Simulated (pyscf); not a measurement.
H₂N–GeH(F)–F + hydrogen (H₂) -> F–GeH₂–F + ammonia (NH₃) (four-centre exchange; singlet surface; Ge–N, H–H broken, Ge–H, H–N formed). PySCF, gas phase, ωB97X-D3(BJ)/def2-SVP geometries. Energies in kcal/mol from the separated reactants.

```tsv
level	barrier	reaction energy
PBE/def2-TZVP	___	+0.5
r²SCAN/def2-TZVP	___	___
PBE0-D3(BJ)/def2-TZVP	38.0	+1.2
M06-2X/def2-TZVP	43.9	+5.8
ωB97M-D3(BJ)/def2-TZVP	41.8	+1.2
HF/def2-TZVP	57.1	-0.4
```

Fill in the missing entries.


- PBE/def2-TZVP, barrier: 35.7
- r²SCAN/def2-TZVP, barrier: 38.4
- r²SCAN/def2-TZVP, reaction energy: +2.4

The functionals in the table span 8.1 kcal/mol in this barrier, from PBE to M06-2X. On the product side the descent ends in a bound adduct, 10.0 kcal/mol under the separated species and 49.6 kcal/mol under the saddle at ωB97X-D3(BJ)/def2-TZVP. At the saddle there is also a short Ge–H contact that neither side keeps. This is the saddle that the search found; another between the same sides may lie lower. Elements up to Kr have no core potential and no relativistic terms here.
